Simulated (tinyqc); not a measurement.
The integration grid: Kohn-Sham PBE on finer and finer grids in the sto-3g basis, for CH2, spin multiplicity 3. Computed by the program tinyqc with PySCF. Self-consistent on each grid; the net force on the molecule should vanish.

Geometry (angstrom):
```
atom       x        y       z
C     0.0000   0.0000  0.0000
H     0.0000   0.9350  0.6380
H     0.0000  -1.0110  0.6890
```

Kohn-Sham energy on Becke grids (radial x angular points per atom):
```
grid       points  residual of the electron count  E (hartree)  E - finest (mhartree)  largest net force without grid terms (hartree/bohr)
10 x 14       416                       -1.54e-02    -38.55798               14.85738                                             2.25e-02
15 x 26      1165                        6.50e-03    -38.57770               -4.86496                                             1.47e-02
20 x 50      2997                       -2.82e-04    -38.57336               -0.52286                                             4.68e-03
30 x 86      7734                        3.34e-04    -38.57297               -0.13441                                             9.21e-04
50 x 194    29084                       -2.31e-06    -38.57283                0.00300                                             1.27e-05
75 x 302    67845                       -7.74e-07    -38.57283                0.00060                                             8.98e-07
120 x 590  212177                        3.89e-10    -38.57283                0.00000                                             2.21e-07
```

What does the comparison show, and why?

The energy is within 0.1 mhartree of the finest grid first at 50 x 194. The error has both signs, since quadrature is not variational. The electron count and the net force are cheap signs of a poor grid.
